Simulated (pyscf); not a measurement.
`[SiH][O][AsH2]` [singlet] + `[H][H]` -> `[OH][AsH2]` + `[SiH2]` [singlet] (four-centre exchange; singlet surface; O–Si, H–H broken, H–O, H–Si formed). Optimised with ωB97X-D3(BJ)/def2-SVP in PySCF. Energies in kcal/mol from the separated reactants.

```json
[
 {"level": "PBE/def2-TZVP", "barrier": "24.9", "reaction energy": "+30.6"},
 {"level": "r²SCAN/def2-TZVP", "barrier": "27.1", "reaction energy": "+32.5"},
 {"level": "B3LYP-D3(BJ)/def2-TZVP", "barrier": "30.6", "reaction energy": "+32.3"},
 {"level": "PBE0-D3(BJ)/def2-TZVP", "barrier": "…", "reaction energy": "+29.8"},
 {"level": "M06-2X/def2-TZVP", "barrier": "…", "reaction energy": "…"},
 {"level": "ωB97M-D3(BJ)/def2-TZVP", "barrier": "30.3", "reaction energy": "+30.6"}
]
```

Fill in the missing entries.


- PBE0-D3(BJ)/def2-TZVP, barrier: 25.9
- M06-2X/def2-TZVP, barrier: 31.4
- M06-2X/def2-TZVP, reaction energy: +32.6

On the product side the descent ends in an adduct with a O–Si contact, 23.2 kcal/mol under the separated species and 21.3 kcal/mol under the saddle at ωB97X-D3(BJ)/def2-TZVP. At PBE, r²SCAN, B3LYP-D3(BJ), PBE0-D3(BJ), M06-2X, ωB97M-D3(BJ) the saddle lies under the separated products, which points to a path from their complex (located at ωB97X-D3(BJ) alone), and parting the products costs more than the saddle. What is counted as broken (O–Si) persists as a longer contact in the product adduct; parting that adduct is a step of its own. At the saddle there is also a short H–Si contact that neither side keeps. :HSi–O–AsH₂ [singlet] lies 25.0 kcal/mol over its isomer HO–SiH=AsH (electronic energy, ωB97M-D3(BJ)/def2-TZVP). This is the saddle that the search found; another between the same sides may lie lower. Elements up to Kr have no core potential and no relativistic terms here.
